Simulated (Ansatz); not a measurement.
# How the equilibrium lattice constant a of bcc Y (model structure) moves with the method

No measured value is used here.

Problem. Put these levels in order of the equilibrium lattice constant a that they give for bcc Y (model structure), smallest first: LDA (Ansatz, a quantum-chemistry and plane-wave program), PBE (Ansatz), PBEsol (Ansatz), rVV10 (Ansatz), r²SCAN (Ansatz).

Solution. LDA (3.915 Å), PBEsol (3.978 Å), rVV10 (4.032 Å), PBE (4.044 Å), r²SCAN (4.071 Å)

The crystal itself was run without spin with rVV10, PBEsol, PBE, LDA, r²SCAN; a magnetic state was not tried in these runs. Ansatz's density-functional and Hartree–Fock values are scalar-relativistic unless marked +SOC, with PAW data made under PBE.

A model structure was made by putting elements into a prototype or built by hand; it is no filed structure, need not be a known phase, and can be a saddle point held by its symmetry.
